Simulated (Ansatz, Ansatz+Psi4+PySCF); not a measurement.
```xyz
3

N     0.0000    0.0000   -1.0987
N     0.0000    0.0000   -0.0628
O     0.0000    0.0000    1.0164
```

Basis set: cc-pVTZ (spherical functions). Correlated methods keep 3 orbitals frozen. Charge 0, multiplicity 1.

Computed with Ansatz (development build ahead of 0.2.0); each method stands on the lowest determinant of its kind that the runs found. Restricted open shells among the atoms or ions are ROHF, correlated in semicanonical orbitals with singles.

(1) Give the atomization energy at this shape (free ground-state atoms in the same class of orbitals less the molecule, no zero-point energy) of singlet N2O by RHF-MP2, RHF.

Results:

(1)

| method | atomization energy |
| --- | --- |
| RHF-MP2 | 244.96 kcal/mol |
| RHF | 81.96 kcal/mol |

Caution: no unrestricted run beside it, a lower state can exist; the shape is not the minimum.
